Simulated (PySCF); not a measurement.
Species: cyclopentadienethione, C5H4S.
Numbering: `[S:1]=[C:2]1[CH:3]=[CH:4][CH:5]=[CH:6]1` (hydrogens: H7 on C3; H8 on C4; H9 on C5; H10 on C6)

Computed, not measured: core-valence-separated Tamm–Dancoff BHandHLYP/aug-pcX-1 (pcseg-1 on H, def2-SVPD on S) in PySCF, non-relativistic, gas phase, PBE0-D3(BJ)/def2-SVP geometry.

Computed carbon K-edge spectrum, Gaussian lines of 0.8 eV full width, highest printed point 100; it ends one width below the last computed root. Absolute energies from this functional tend to lie a few eV below measured edges; no shift was applied.

(photon energy (eV), absorption): (280.6, 1), (280.8, 5), (281.0, 17), (281.2, 43), (281.4, 77), (281.6, 100), (281.8, 94), (282.0, 63), (282.2, 31), (282.4, 11), (282.6, 3), (282.8, 0), (283.0, 0), (283.2, 0), (283.4, 0), (283.6, 0), (283.8, 0), (284.0, 0), (284.2, 1), (284.4, 3), (284.6, 9), (284.8, 21), (285.0, 32), (285.2, 36), (285.4, 32), (285.6, 30), (285.8, 36), (286.0, 47), (286.2, 54), (286.4, 49), (286.6, 36), (286.8, 25), (287.0, 19)

Question: Assign the maxima to core holes.

Answer: 3 maxima:
- 281.7 eV: C4/C5 (alkene CH carbon), 281.65 eV, f = 0.078, sum of 2, 1s→π*, 39 % of the height at the exact maximum; C2 (thiocarbonyl carbon), 281.75 eV, f = 0.077, 1s→π*, 37 % of the height at the exact maximum; C3/C6 (alkene CH carbon), 281.54 eV, f = 0.051, sum of 2, 1s→π*, 24 % of the height at the exact maximum
- 285.2 eV: C3/C6 (alkene CH carbon), 285.15 eV, f = 0.069, sum of 2, 96 % of the height at the exact maximum
- 286.2 eV: C4/C5 (alkene CH carbon), 286.02 eV, f = 0.053, sum of 2, 42 % of the height at the exact maximum; C4/C5 (alkene CH carbon), 286.42 eV, f = 0.038, sum of 2, 30 % of the height at the exact maximum; C3/C6 (alkene CH carbon), 286.31 eV, f = 0.030, sum of 2, 27 % of the height at the exact maximum

Roots within 0.03 eV on the same or equivalent atoms count as one line; shares under 12 % aren't listed.

Vibrational structure and lifetime widths aren't in the curve. The ionisation threshold wasn't computed; near and above it a finite basis only mimics Rydberg series and continuum.
